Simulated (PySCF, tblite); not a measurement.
Complex of beryllium hydride and formamide

A gas-phase complex of beryllium hydride and formamide; neutral, singlet. The structure comes from a short search (6 tight-binding starts) and was relaxed by PBE0-D3(BJ)/def2-SVPD; another way of binding may lie lower. Frequencies by PBE0-D3(BJ)/def2-SVPD show no clear imaginary mode.

Parts: 1 = beryllium hydride ([BeH2]), atoms 1–3; 2 = formamide (NC=O), atoms 4–9.

Coordinates in Å:
```
Be1     0.384   -0.058   -0.264
H2      1.054   -0.754    0.694
H3     -0.867    0.496   -0.454
N4      1.406    1.132   -3.729
C5      0.763    0.868   -2.602
O6      1.289    0.253   -1.666
H7      0.957    1.635   -4.480
H8      2.364    0.827   -3.847
H9     -0.281    1.219   -2.520
```

```json
{"contact": "Be1···O6", "kind (by geometry)": "bond", "distance (Å)": "1.697", "angle (°)": "-"}
```

The parts are joined by the bond Be1–O6, so these are energies of forming such bonds; deforming the relaxed parts to their shape in the adduct costs 10.6 kcal/mol, which the interaction energies leave out.

Interaction energies are complex less parts, with the parts frozen as they stand in it; counterpoise-corrected, in kcal/mol (PySCF).

(1) Give the interaction energy at each level run.

(2) What holds them together? Decompose the wB97M-D3(BJ)/def2-TZVPD energy: frozen parts, their antisymmetrised product, then relaxation.

The parts were also relaxed and run alone, at the levels used for the complex: shieldings by PBE0/pcSseg-2; core levels by delta-SCF with SCAN, pcX-2 on the ionised atom and pcseg-1 elsewhere, spin-free X2C.

(3) How do these values change when the complex forms?

(4) What are the binding energy from relaxed parts (wB97M-D3(BJ)/def2-TZVPD), and ΔH and ΔG of association at 298.15 K and 1 atm?

Answers

(1) 
```json
{"level": "wB97M-D3(BJ)/def2-TZVPD", "interaction": "-33.81", "superposition error removed": "-0.28"}
{"level": "PBE0-D3(BJ)/def2-TZVPD", "interaction": "-34.50", "superposition error removed": "-0.30"}
```

(2) electrostatic -54.7, Pauli repulsion +55.5, orbital relaxation -33.4, dispersion correction -1.4 kcal/mol, which sum to the value before the counterpoise correction; the Pauli term holds the exchange-correlation of the frozen density too. Of the attraction, 61 % is electrostatic, 37 % is orbital relaxation, 2 % is dispersion correction.

(3) 
```csv
property,alone,in the complex,change
shielding of Be1 (ppm),77.9,85.1,+7.3
shielding of O6 (ppm),-95.8,-17.2,+78.6
Be1 1s core level (eV),121.80,118.56,-3.24
O6 1s core level (eV),537.48,539.46,+1.98
```

(4) -23.16 kcal/mol, -20.27 with zero-point energy; ΔH -21.2 and ΔG -11.8 kcal/mol, from harmonic vibrations by PBE0-D3(BJ)/def2-SVPD with low modes damped.
